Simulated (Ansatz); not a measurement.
**Si2H6O (disiloxane) at 6 levels**

Aim: a comparison of 6 runs (HF/cc-pVDZ, r2SCAN/cc-pVDZ, revPBE/cc-pVDZ, RPA@PBE/cc-pVDZ, MP2/cc-pVDZ, CCSD/cc-pVDZ) of Si2H6O (disiloxane). 

The results are computed with Ansatz 0.2.0.

60 further runs of the same task are left out: 60 set aside as unsound or not needed.

### 1 The structure to begin with

The species is Si2H6O (9 atoms), meant as a singlet with charge 0. As SMILES, `[SiH3]O[SiH3]`. One bond was lengthened or shortened from a relaxed shape.

Bond lengths: Si1–O2 1.879 Å, O2–Si3 1.634 Å, Si1–H4 1.487 Å, Si1–H5 1.483 Å, Si1–H6 1.487 Å, Si3–H7 1.483 Å, Si3–H8 1.486 Å, Si3–H9 1.487 Å. Some angles: Si1–O2–Si3 147.2°, O2–Si1–H4 110.2°, O2–Si1–H5 108.3°, O2–Si1–H6 110.2°, O2–Si3–H7 108.3°, O2–Si3–H8 110.2°, O2–Si3–H9 110.2°, H4–Si1–H5 109.6°, H4–Si1–H6 109.0°, H5–Si1–H6 109.6°.

### 2 A single-point energy at HF/cc-pVDZ (run 1)

molecule.yaml

```yaml
basis:
  gaussian:
    orbitals: cc-pVDZ
crystal:
  periodic: [false, false, false]
  atoms:
    - symbol: Si
      position_ang: [-0.880661, 1.196907, -1.020638]
    - symbol: O
      position_ang: [0.425550, 0.090990, -0.245380]
    - symbol: Si
      position_ang: [0.775570, -1.038810, 0.881750]
    - symbol: H
      position_ang: [-1.957641, 0.370827, -1.626778]
    - symbol: H
      position_ang: [-0.231011, 2.016667, -2.071338]
    - symbol: H
      position_ang: [-1.476541, 2.087007, 0.010212]
    - symbol: H
      position_ang: [2.224270, -1.343130, 0.800010]
    - symbol: H
      position_ang: [-0.009310, -2.275600, 0.628780]
    - symbol: H
      position_ang: [0.448290, -0.527870, 2.238910]
hamiltonian:
  xc: hf
accuracy: high
output: {orbitals: {seedname: orbitals}}
```

Command:

```
$ ansatz run molecule.yaml --threads 1 --pin off --max-ram 3480MiB --events-out events.jsonl --progress --plain --runs-dir runs
```

The program printed:

```text
Warning: RAYON_NUM_THREADS=1 ignored (pool sized by the plan → 1); use --threads N
Functional definition: HF
  name "HF"
  exchange = exact_x
  correlation = 0
1875 factors; integrals over basis functions are off by at most 3.6e-9 eV
mean field evaluation 1: about -17855.1620 eV, gradient 3.4e1 eV
mean field evaluation 2: about -17855.1802 eV, gradient 3.4e1 eV
mean field evaluation 4: about -17857.8714 eV, gradient 2.8e0 eV
mean field evaluation 8: about -17857.9018 eV, gradient 2.8e-4 eV
mean field -17857.90181681 eV, -656.2657872473 hartree, gradient 1.9e-8 eV, S^2 0.000000; 0 other end points of the search recorded, 0 dependent functions left out
reference -17857.90181681 eV, -656.2657872473 hartree; 21, 21 occupied and 59, 59 virtual orbitals, 1875 factors
Total energy: -17857.90181681 eV, -656.2657872473 hartree
```

Wall time 2.9 s (1 thread of Intel Xeon Platinum 8259CL at 2.50GHz (Skylake/Cascade Lake), shared host); peak memory 0.22 GiB.

### 3 The energy at r2SCAN/cc-pVDZ (run 2)

job.yaml

```yaml
crystal:
  periodic: [false, false, false]
  atoms:
    - {symbol: Si, position_ang: [-0.880661, 1.196907, -1.020638]}
    - {symbol: O, position_ang: [0.425550, 0.090990, -0.245380]}
    - {symbol: Si, position_ang: [0.775570, -1.038810, 0.881750]}
    - {symbol: H, position_ang: [-1.957641, 0.370827, -1.626778]}
    - {symbol: H, position_ang: [-0.231011, 2.016667, -2.071338]}
    - {symbol: H, position_ang: [-1.476541, 2.087007, 0.010212]}
    - {symbol: H, position_ang: [2.224270, -1.343130, 0.800010]}
    - {symbol: H, position_ang: [-0.009310, -2.275600, 0.628780]}
    - {symbol: H, position_ang: [0.448290, -0.527870, 2.238910]}
basis:
  gaussian: {orbitals: cc-pVDZ}
hamiltonian: {xc: {name: r2SCAN}}
accuracy: high
output: {orbitals: {seedname: orbitals}}
```

Command:

```
$ ansatz run job.yaml --threads 1 --pin off --max-ram 3480MiB --events-out events.jsonl --progress --plain --runs-dir runs
```

The program printed:

```text
Warning: RAYON_NUM_THREADS=1 ignored (pool sized by the plan → 1); use --threads N
Functional definition: r2SCAN
  name "r2SCAN"
  parameter k0 = 0.174
  parameter k1 = 0.065
  parameter a1 = 4.9479
  exchange = r2scan_x(k0 = k0, k1 = k1, a1 = a1)
  correlation = r2scan_c
1875 factors; integrals over basis functions are off by at most 3.6e-9 eV
mean field evaluation 1: about -17893.8523 eV, gradient 4.9e1 eV
mean field evaluation 2: about -17868.4667 eV, gradient 1.2e2 eV
mean field evaluation 4: about -17898.2111 eV, gradient 2.1e0 eV
mean field evaluation 8: about -17898.2167 eV, gradient 7.7e-2 eV
mean field evaluation 16: about -17898.2168 eV, gradient 3.5e-6 eV
mean field -17898.21675890 eV, -657.7473340425 hartree, gradient 4.0e-8 eV, S^2 0.000000; 0 other end points of the search recorded, 0 dependent functions left out
reference -17898.21675980 eV, -657.7473340755 hartree; 21, 21 occupied and 59, 59 virtual orbitals, 1875 factors
Total energy: -17898.21675980 eV, -657.7473340755 hartree
```

It took 9.9 s on 1 thread of Intel Xeon Platinum 8259CL at 2.50GHz (Skylake/Cascade Lake), shared host; peak memory 0.27 GiB.

Runs 3 to 5 aren't shown in full; the table further down has their settings and results.

### 4 The energy at CCSD/cc-pVDZ (run 6)

in.yaml

```yaml
crystal:
  periodic: [false, false, false]
  atoms:
    - symbol: Si
      position_ang: [-0.880661, 1.196907, -1.020638]
    - symbol: O
      position_ang: [0.425550, 0.090990, -0.245380]
    - symbol: Si
      position_ang: [0.775570, -1.038810, 0.881750]
    - symbol: H
      position_ang: [-1.957641, 0.370827, -1.626778]
    - symbol: H
      position_ang: [-0.231011, 2.016667, -2.071338]
    - symbol: H
      position_ang: [-1.476541, 2.087007, 0.010212]
    - symbol: H
      position_ang: [2.224270, -1.343130, 0.800010]
    - symbol: H
      position_ang: [-0.009310, -2.275600, 0.628780]
    - symbol: H
      position_ang: [0.448290, -0.527870, 2.238910]
basis:
  gaussian: {orbitals: cc-pVDZ}
correlation: {method: ccsd, frozen_orbitals: {H: 0, O: 1, Si: 5}}
accuracy: high
scf: {omitted_lower_state_checks: [cluster_reference, increment]}
```

Command:

```
$ ansatz run in.yaml --threads 1 --pin off --max-ram 3480MiB --events-out events.jsonl --progress --plain --runs-dir runs
```

The program printed:

```text
Warning: RAYON_NUM_THREADS=1 ignored (pool sized by the plan → 1); use --threads N
[... 11 lines left out ...]
11 core orbitals not correlated: weight in the atoms' cores, before any rotation towards them, 1.000 or more for the frozen orbitals, at most 0.000 for the correlated occupied ones
[... 22 lines left out ...]
Total energy: -17869.88337092 eV, -656.7061012394 hartree
Checks for a lower state left out: cluster_reference, increment
```

It took 9.6 s on 1 thread of Intel Xeon Platinum 8259CL at 2.50GHz (Skylake/Cascade Lake), shared host; peak memory 0.4 GiB.

### 5 All runs side by side

| run | level | frozen core orbitals | energy (Eh) | wall time |
| --- | --- | --- | --- | --- |
| 1 | HF/cc-pVDZ | – | -656.265787 | 2.9 s |
| 2 | r2SCAN/cc-pVDZ | – | -657.747334 | 9.9 s |
| 3 | revPBE/cc-pVDZ | – | -657.691481 | 6.3 s |
| 4 | RPA@PBE/cc-pVDZ | 11 | -656.932499 | 12 s |
| 5 | MP2/cc-pVDZ | 11 | -656.659377 | 3.6 s |
| 6 | CCSD/cc-pVDZ | 11 | -656.706101 | 9.6 s |

### 6 Results

| quantity | value |
| --- | --- |
| run 6: total energy | -656.70610 Eh |
| run 6: correlation energy (11 core orbitals frozen) | -440.3 mEh |
| run 6: T1 diagnostic | 0.013 |

**Reading.** Below the HF energy at the same shape and in the same basis (cc-pVDZ): MP2 -393.6 mEh; CCSD -440.3 mEh. Over runs 1, 2, 3 the HOMO–LUMO gap runs from 5.40 eV (revPBE/cc-pVDZ) to 15.03 eV (HF/cc-pVDZ). Exact exchange widens orbital gaps. Totals of different functionals can't be ranked against each other. All runs together took 44 s, the longest 12 s.
